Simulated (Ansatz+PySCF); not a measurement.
Results of a calculation; reference values are marked as such.
A run of Ansatz (development build ahead of 0.2.0) on doublet CH4N at this shape:

```xyz
6

C     0.0000    0.0205   -0.3720
N     0.0000    0.5900    0.9474
H     0.0000   -0.1905    1.6132
H     0.0000    0.8050   -1.1292
H     0.8615   -0.6125   -0.5298
H    -0.8615   -0.6125   -0.5298
```

Its results:

```
Converged                                                          : yes
Reference energy                                                   : -94.62534 hartree
Correlation energy                                                 : -0.36087 hartree
Total energy                                                       : -94.98621 hartree
Spin squared of the determinant                                    : 0.750
Stability test                                                     : minimum among restricted orbitals
Occupied orbitals by symmetry in an Abelian subgroup (alpha; beta) : 7 A' 2 A''; 7 A' 1 A''
```

Forces (eV/Å):
```json
{"atom": "C1", "Fx": "0.000", "Fy": "0.450", "Fz": "-0.096"}
{"atom": "N2", "Fx": "0.000", "Fy": "0.004", "Fz": "0.284"}
{"atom": "H3", "Fx": "0.000", "Fy": "0.112", "Fz": "-0.202"}
{"atom": "H4", "Fx": "0.000", "Fy": "-0.084", "Fz": "0.120"}
{"atom": "H5", "Fx": "0.415", "Fy": "-0.241", "Fz": "-0.053"}
{"atom": "H6", "Fx": "-0.415", "Fy": "-0.241", "Fz": "-0.053"}
```

Which input gives this output? Name the method, the orbitals and the basis set, and write the input.

ROHF-MP2 in cc-pVTZ.

```yaml
crystal:
  periodic: [false, false, false]
  atoms:
    - { symbol: C, position_ang: [0.0, 0.02051, -0.37197] }
    - { symbol: "N", position_ang: [0.0, 0.59004, 0.94738] }
    - { symbol: H, position_ang: [0.0, -0.19054, 1.61324] }
    - { symbol: H, position_ang: [0.0, 0.80501, -1.12915] }
    - { symbol: H, position_ang: [0.86148, -0.61251, -0.52975] }
    - { symbol: H, position_ang: [-0.86148, -0.61251, -0.52975] }
basis:
  gaussian: { orbitals: cc-pVTZ }
magnetization:
  initial_magnetization: 1
hamiltonian:
  xc: hf
correlation:
  method: mp2
  frozen_orbitals: { C: 1, H: 0, "N": 1 }
output:
  forces: true
```
